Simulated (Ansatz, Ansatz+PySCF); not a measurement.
```xyz
3

F     0.0000    0.0000   -1.0523
H     0.0000    0.0000    0.0000
F     0.0000    0.0000    1.0523
```

RHF-MP2 on singlet HF₂(-) was run in several spherical basis sets with Ansatz (development build ahead of 0.2.0). Frozen core: 2 orbitals. Caution: no diffuse functions for an anion.

Task: Rank the basis sets by the total energy that they give, lowest first, with the distance from the lowest.
A. cc-pVTZ
B. def2-SVP
C. cc-pVDZ
D. 6-31G(d)
E. def2-TZVP

Result: E (0.00 eV), A (0.40 eV), C (6.86 eV), D (8.79 eV), B (11.61 eV).

Totals follow the description of the cores as much as that of the bonds, so this order isn't one of quality for chemistry.
